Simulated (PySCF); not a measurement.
PySCF input:

```python
from pyscf import gto, scf, mp, cc as ccmod

mol = gto.M(
    atom='''
    B     0.00000000   -0.00000000   -0.00000000
    Cl    0.00508444    1.74500655   -0.02473757
    Cl    1.50850421   -0.87734968   -0.01892724
    Cl   -1.51358865   -0.86765687    0.04366481
    ''',
    basis='cc-pvdz',
    charge=0,
    spin=0,
    verbose=4,
)

mf = scf.RHF(mol)
mf.conv_tol = 1e-10
mf.max_cycle = 100
mf.kernel()
mp2 = mp.MP2(mf, frozen=16).run()
cc = ccmod.CCSD(mf, frozen=16)
cc.max_cycle = 100
cc.kernel()
et = cc.ccsd_t()
print(f'E(CCSD(T)) = {cc.e_tot + et:.9f}')
```

Q: Predict the final energy.

A: -1403.85794 Eh (CCSD(T)/cc-pVDZ).
